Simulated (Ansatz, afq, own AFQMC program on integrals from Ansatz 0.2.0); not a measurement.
# AlGeH$_{2}$, quartet: a scan with AFQMC

```xyz
4

Ge    0.0000   -0.0294    0.7286
Al    0.0000    0.0884   -1.8598
H     0.0000    1.2259   -0.4404
H     0.0000   -1.4716   -2.2874
```

The Al2–H4 distance is changed with both sides rigid. Energies in mEh count from this geometry (1.618 Å) at the same level; the start stands on UHF, each point on the determinant named.

Basis cc-pVDZ. Noble-gas cores (and the filled d shells of Ga–Kr and In–Xe) are frozen. Integrals, coupled cluster, full CI and functionals: Ansatz 0.2.0; the random walks run on the same integrals in our own AFQMC program. The CISD trial takes its coefficients from CCSD amplitudes. Released means that phaseless walkers are propagated on without the constraint, phases kept. Error bars are statistical, one sigma. No spin–orbit coupling.

Cautions, each for one point or more: inner d shell frozen; lower spins were not checked; no relativity below Rb; no spin-orbit coupling; unrestricted determinant slightly spin contaminated; unrestricted determinant spin contaminated.

| r(Al2–H4) / Å | det. | T1 | weight | ⟨S²⟩ | CCSD | wB97M-V | CCSD(T) |
| --- | --- | --- | --- | --- | --- | --- | --- |
| 1.933 | UHF | 0.033 | 0.86 | 3.81 | 12.0 | 11.3 | 11.6 |
| 2.548 | UHF | 0.037 | 0.85 | 3.89 | 38.5 | 38.4 | 37.8 |
| 5.363 | UHF | 0.037 | 0.85 | 3.84 | 42.6 | 44.1 | 41.9 |

Q: Estimate the curve of CCSDT(Q), counted from the same start.

A: 
```json
{"r(Al2–H4) / Å": "1.933", "det.": "UHF", "T1": "0.033", "weight": "0.86", "⟨S²⟩": "3.81", "CCSDT(Q)": "11.4", "ph-AFQMC/CISD": "12.0 ± 0.4", "released AFQMC": "11.3 ± 0.6*"}
{"r(Al2–H4) / Å": "2.548", "det.": "UHF", "T1": "0.037", "weight": "0.85", "⟨S²⟩": "3.89", "CCSDT(Q)": "37.4", "ph-AFQMC/CISD": "37.3 ± 0.5", "released AFQMC": "37.2 ± 0.7*"}
{"r(Al2–H4) / Å": "5.363", "det.": "UHF", "T1": "0.037", "weight": "0.85", "⟨S²⟩": "3.84", "CCSDT(Q)": "41.6", "ph-AFQMC/CISD": "41.2 ± 0.6", "released AFQMC": "41.9 ± 0.7*"}
```

Weight is that of the determinant in the CISD state; at the start T1 is 0.029 and the weight 0.87, and ⟨S²⟩ is 3.78. An asterisk marks released energies that aren't shown to be converged. Largest departures from CCSDT(Q), at the points where its series has closed: CCSD(T) 0.3 mEh at 2.548 (on UHF), ph-AFQMC/CISD 0.6 mEh at 1.933 (on UHF) (within the noise), CCSD 1.1 mEh at 2.548 (on UHF), wB97M-V 2.5 mEh at 5.363. Functionals count only at points shown to share the start's state and spin. In this small basis the wave-function levels are far from their limit, so their gap to the functionals isn't the functionals' error. In total energy ph-AFQMC/CISD lies 26 ± 8 meV above CCSDT(Q) at the start, so its agreement along the curve rests in part on cancellation.

A walk keeps the symmetry of its determinant, which the program's search chose and which needn't be the lowest solution, so a lower state of the same spin and another symmetry isn't excluded.
